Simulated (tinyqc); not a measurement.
Hueckel theory of the pi electrons, for the molecule [CH2]C=CC=C (SMILES; centres numbered as the heavy atoms are written), step by step. One step of it, computed by the program tinyqc.

Task: Orbitals. Diagonalise; E = alpha + x beta with beta < 0, so the largest x are filled first; degenerate levels share their electrons. P = sum n_i c_ri c_si; each orbital has its largest coefficient positive (the first on a tie).

Hueckel matrix in units of beta (H = alpha + beta A), lower triangle:
```
          1C        2C        3C        4C        5C
1C  0.000000
2C  1.000000  0.000000
3C  0.000000  1.000000  0.000000
4C  0.000000  0.000000  1.000000  0.000000
5C  0.000000  0.000000  0.000000  1.000000  0.000000
```

pi electrons, sum of z_r less the charge = 5

Give: x values; occupations; coefficients; charge and bond-order matrix P.

Result:

x values: 1.732  1.000  0.000  -1.000  -1.732

occupations: 2.000  2.000  1.000  0.000  0.000

coefficients:
```
      MO1     MO2     MO3     MO4     MO5
1C  0.289   0.500   0.577   0.500   0.289
2C  0.500   0.500   0.000  -0.500  -0.500
3C  0.577   0.000  -0.577   0.000   0.577
4C  0.500  -0.500   0.000   0.500  -0.500
5C  0.289  -0.500   0.577  -0.500   0.289
```

charge and bond-order matrix P, lower triangle:
```
        1C      2C     3C     4C     5C
1C   1.000
2C   0.789   1.000
3C   0.000   0.577  1.000
4C  -0.211   0.000  0.577  1.000
5C   0.000  -0.211  0.000  0.789  1.000
```
